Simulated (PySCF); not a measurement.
Compound: hydrogen cyanide, HCN.
Numbering: `[CH:1]#[N:2]` (hydrogens: H3 on C1)

Geometry (GFN2-xTB, Å), atoms numbered from 1 in this order:
```
atom  x, y, z in Å
C1    -0.023   -0.002   -0.004
N2     1.115    0.020   -0.011
H3    -1.081   -0.021    0.002
```

The closed-shell ground state was solved at several levels (PySCF, density fitting, gas phase, non-relativistic).

```
        level  basis functions  HOMO (eV)  LUMO (eV)  gap (eV)  dipole (D)
  B3LYP/pcJ-1               64     -10.22       0.26     10.48        3.01
PBE0/pcSseg-1               39     -10.50       0.58     11.08        3.02
```

Question: Estimate the row for B3LYP/def2-SVPD, a basis of 48 functions; the other rows only guide the guess.

Answer: HOMO -10.27 eV, LUMO -0.02 eV, gap 10.25 eV, dipole 3.02 D.

Question: Over all these levels, which gives the widest orbital gap and which the narrowest?

Answer: PBE0/pcSseg-1 (global hybrid, 25 % exact exchange) has the widest, 11.08 eV, and B3LYP/def2-SVPD (global hybrid, 20 % exact exchange) the narrowest, 10.25 eV. Functional and basis both differ between the two, so the spread mixes both effects.

Question: How far do the dipole and the HOMO energy spread over the levels?

Answer: The dipole runs from 3.01 to 3.02 D (mean 3.02 D) and the HOMO from -10.50 to -10.22 eV.
